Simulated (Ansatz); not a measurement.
# Ba2Ir: from a trial structure to a relaxed crystal

The calculation used Ansatz 0.2.0, DFT PBE, scalar-relativistic, plane waves, PAW. Cutoff 420 eV, Γ-centred k mesh, Gaussian smearing, no spin polarisation in the final step.

The start puts Ba2Ir on the cubic Laves (C15) structure type (Fd-3m, No. 227), with Ir in place of Mg, Ba in place of Cu, at a guessed volume.

```xyz
6
Lattice="0.0000 4.4732 4.4732 4.4732 0.0000 4.4732 4.4732 4.4732 0.0000" Properties=species:S:1:pos:R:3 pbc="T T T"
Ba    5.5915    5.5915    5.5915
Ba    5.5915    3.3549    3.3549
Ba    3.3549    3.3549    5.5915
Ba    3.3549    5.5915    3.3549
Ir    0.0000    0.0000    0.0000
Ir    2.2366    2.2366    2.2366
```

Cell and atoms relax at zero pressure; the relaxation can't lower the symmetry of the start.

Formation energies are uncorrected and refer to the elements' standard structures at the same level.

Q: Describe the relaxed structure.

A: It keeps Fd-3m (No. 227). The result has the cubic Laves (C15) structure. Conventional cell: a = 9.122 Å. Around Ba lie 6 Ba at 3.22 Å and 6 Ir at 3.78 Å; Ir is coordinated by 12 Ba at 3.78 Å and 4 Ir at 3.95 Å.

```cif
data_structure
_symmetry_space_group_name_H-M 'Fd-3m:1'
_symmetry_Int_Tables_number 227
_cell_length_a 9.1215
_cell_length_b 9.1215
_cell_length_c 9.1215
_cell_angle_alpha 90.000
_cell_angle_beta 90.000
_cell_angle_gamma 90.000
_cell_volume 758.93
loop_
_atom_site_label
_atom_site_type_symbol
_atom_site_symmetry_multiplicity
_atom_site_Wyckoff_symbol
_atom_site_fract_x
_atom_site_fract_y
_atom_site_fract_z
_atom_site_occupancy
Ba1 Ba 16 d 0.12500 0.62500 0.12500 1
Ir1 Ir 8 a 0.50000 0.00000 0.50000 1
```

Q: What are its volume, energy, density and gap?

A: The volume per atom is 31.62 Å³, the density is 8.17 g/cm³ and the energy over the elements is 1.16 eV/atom. The gap on the 8×8×8 mesh is 0 eV (a metal).

The final run used a 8×8×8 mesh on its 6-atom cell and 0.10 eV smearing. For metals, differences of a few meV/atom aren't resolved. Spin–orbit coupling is left out. Symmetry constrained the relaxation, so the result can be a saddle point.

Cost: 2 runs of about 1.1 core-minutes in all, on Arm Neoverse V2 (shared hosts).